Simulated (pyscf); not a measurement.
This saddle point was located with ωB97X-D3(BJ)/def2-SVP in PySCF.

```xyz
6

O     -2.0255     0.3533     0.4826
C     -0.7149     0.0365     0.3969
O     -0.2441    -0.6764    -0.4749
H     -2.4441     0.0383    -0.3348
H     -0.2140     0.2432     1.3686
H     -0.0474     1.4526    -0.0939
```
Charge 0, spin multiplicity 2.

Surface: doublet, charge 0. Lowest wavenumbers (cm⁻¹): 1184i, 503, 545, 643, 669.

Name the species on either side of this saddle.

formic acid (O=CH–OH) + H atom (H•) ⇌ •O–CH₂–OH, an addition read from left to right: none broken and C–H formed. At CCSD(T)/def2-TZVPP + ΔMP2(QZVPP) it lies +10.2 kcal/mol from the left side and +16.5 kcal/mol from the right (each side as separated species at their lowest minima found). •O–CH₂–OH lies 6.9 kcal/mol over its isomer HO–CH•–OH, and others may lie lower still (electronic energy, ωB97M-D3(BJ)). One saddle was located; it need not be the lowest between these sides. The CCSD(T) − MP2 part came from Ansatz, without density fitting, on the same reference. A UHF reference is spin-contaminated (<S²> up to 0.85), which harms MP2 most.
